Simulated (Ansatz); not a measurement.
## Ansatz (development build ahead of 0.2.0) run

```yaml
crystal:
  periodic: [false, false, false]
  atoms:
    - { symbol: "N", position_ang: [0.0, 0.55, 3.3] }
    - { symbol: "N", position_ang: [0.0, -0.55, 3.3] }
    - { symbol: "N", position_ang: [0.55, 0.0, 0.0] }
    - { symbol: "N", position_ang: [-0.55, 0.0, 0.0] }
basis:
  gaussian: { orbitals: cc-pVDZ }
hamiltonian:
  xc: hf
```

The input is written out in the form of the current development build from the run's settings.

The run gave:

```
Converged                       : yes
Total energy                    : -217.90695 hartree
Spin squared of the determinant : 0.000
```
